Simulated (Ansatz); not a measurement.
# C2H7NS: one species, many methods

Aim: compute C2H7NS with functionals from several rungs and with coupled cluster. The yardstick is the atomisation energy at the CCSD(T) limit.

Method: functionals in def2-TZVPP, the program's frozen cores in correlated methods; program: Ansatz 0.2.0, Gaussian basis.

Levels to be run: LDA (SPW92), PBE-D4, revPBE-D4, BLYP-D4, r2SCAN-D4, B97M-V, PBE0-D4, B3LYP-D4, r2SCANh-D4, r2SCAN0-D4, HSE06-D4, BHLYP-D4, CAM-B3LYP-D4, LC-ωPBE, ωB97X-V, ωB97M-V, B2PLYP, PBE-QIDH; CCSD(T)/def2-SVP; CCSD(T)/def2-TZVPP; MP2/def2-QZVPP; extrapolation to the limit; RPA on PBE.

### Step 1. Structure used throughout

An earlier PBE0-D4 in a triple-zeta def2 set relaxation fixed the geometry.

11 atoms, charge 0, spin multiplicity 1.

Atoms are counted from 1 here; the program's logs count them from 0.

Bond lengths: N1–C2 1.448 Å, N1–H5 1.014 Å, N1–H6 1.011 Å, C2–C3 1.515 Å, C2–H7 1.096 Å, C2–H8 1.103 Å, C3–S4 1.815 Å, C3–H9 1.092 Å, C3–H10 1.091 Å, S4–H11 1.344 Å. Angles: C2–N1–H5 109.4°, C2–N1–H6 111.0°, H5–N1–H6 107.6°, N1–C2–C3 110.5°, N1–C2–H7 108.5°, N1–C2–H8 114.3°, C3–C2–H7 107.9°, C3–C2–H8 108.6°, H7–C2–H8 106.8°, C2–C3–S4 113.8°, C2–C3–H9 109.7°, C2–C3–H10 111.2°, S4–C3–H9 104.5°, S4–C3–H10 109.2°, H9–C3–H10 108.1°, C3–S4–H11 96.7°.

Geometry (Å):

```
N    -0.36338    1.37542   -0.57024
C    -0.26235    0.45122    0.54042
C     0.82819   -0.56883    0.28442
S     0.52235   -1.62074   -1.16227
H    -0.57683    0.86051   -1.41756
H    -1.10887    2.04229   -0.42081
H     0.00817    1.01580    1.43994
H    -1.19810   -0.08513    0.77114
H     1.76512   -0.05563    0.05600
H     0.99089   -1.19978    1.15922
H    -0.53989   -2.27193   -0.65966
```

### Step 2. LDA

This LDA is Slater exchange with PW92 correlation.

in.yaml reads:

```yaml
crystal:
  periodic: [false, false, false]
  atoms:
    - {symbol: N, position_ang: [-0.363375, 1.375419, -0.570242]}
    - {symbol: C, position_ang: [-0.262350, 0.451221, 0.540419]}
    - {symbol: C, position_ang: [0.828187, -0.568834, 0.284420]}
    - {symbol: S, position_ang: [0.522346, -1.620735, -1.162266]}
    - {symbol: H, position_ang: [-0.576830, 0.860507, -1.417557]}
    - {symbol: H, position_ang: [-1.108866, 2.042288, -0.420810]}
    - {symbol: H, position_ang: [0.008169, 1.015795, 1.439943]}
    - {symbol: H, position_ang: [-1.198097, -0.085125, 0.771136]}
    - {symbol: H, position_ang: [1.765118, -0.055630, 0.056000]}
    - {symbol: H, position_ang: [0.990890, -1.199778, 1.159221]}
    - {symbol: H, position_ang: [-0.539892, -2.271929, -0.659664]}
basis:
  gaussian: {orbitals: def2-TZVPP}
hamiltonian: {xc: lda}
output: {orbitals: {seedname: orbitals}}
```

Run with:

```console
$ ansatz run in.yaml --threads 2 --pin off --events-out ev --progress --plain --max-ram 4352MiB
```

Further steps of the session: PBE-D4 (GGA); revPBE-D4 (GGA); BLYP-D4 (GGA); r2SCAN-D4 (meta-GGA); B97M-V (meta-GGA); B3LYP-D4 (hybrid); r2SCANh-D4 (hybrid); r2SCAN0-D4 (hybrid); HSE06-D4 (hybrid); BHLYP-D4 (hybrid); CAM-B3LYP-D4 (range-separated); LC-ωPBE (range-separated); ωB97X-V (range-separated); ωB97M-V (range-separated); B2PLYP (double hybrid); PBE-QIDH (double hybrid); CCSD(T) in def2-SVP; CCSD(T) in def2-TZVPP; MP2 in def2-QZVPP; RPA on PBE orbitals.

**Question.** What will the summary of the whole plan be? Wanted: atomisation energy, CCSD(T)/CBS; farthest beyond LDA; mean size of error, GGA; mean size of error, meta-GGA; mean size of error, hybrid; mean size of error, range-separated; mean size of error, double hybrid; gap, smallest and largest; T1 diagnostic.

The runs gave:

```
                               quantity                                                                            value
        atomisation energy, CCSD(T)/CBS                                                                    3921.1 kJ/mol
 functionals within 19.6 kJ/mol (0.5 %)  revPBE-D4, BLYP-D4, r2SCAN-D4, B97M-V, PBE0-D4, B3LYP-D4, CAM-B3LYP-D4, ωB97X-V
                    farthest beyond LDA                                                         BHLYP-D4 (-107.5 kJ/mol)
                mean size of error, GGA                                                                      31.2 kJ/mol
           mean size of error, meta-GGA                                                                       5.8 kJ/mol
             mean size of error, hybrid                                                                      38.6 kJ/mol
    mean size of error, range-separated                                                                      18.3 kJ/mol
      mean size of error, double hybrid                                                                      36.6 kJ/mol
              gap, smallest and largest                                        4.90 eV (LDA (SPW92)), 12.31 eV (LC-ωPBE)
                          T1 diagnostic                                                                           0.0095
triples share of the correlation energy                                                                            3.9 %
```

In words: LDA overbinds by 581.4 kJ/mol (15 %). PBE-D4 is off by +84.0 kJ/mol. Double hybrids carry the basis error of their MP2 part in triple zeta, and no dispersion term here, so their miss is partly the set-up's. The rungs meta-GGA, range-separated miss on average by less than the doubt on the reference (19.6 kJ/mol), so they tie. The reference freezes the cores and leaves out relativity and excitations past (T), so misses under about 19.6 kJ/mol can't be ranked. Hartree-Fock recovers 71 % of the binding; the rest is correlation. CCSD(T) in def2-SVP is off by -226.6 kJ/mol, so the small basis spoils what the method gains. The gap grows from 4.9 to 12.3 eV across the functionals, mostly with the share of exact exchange.
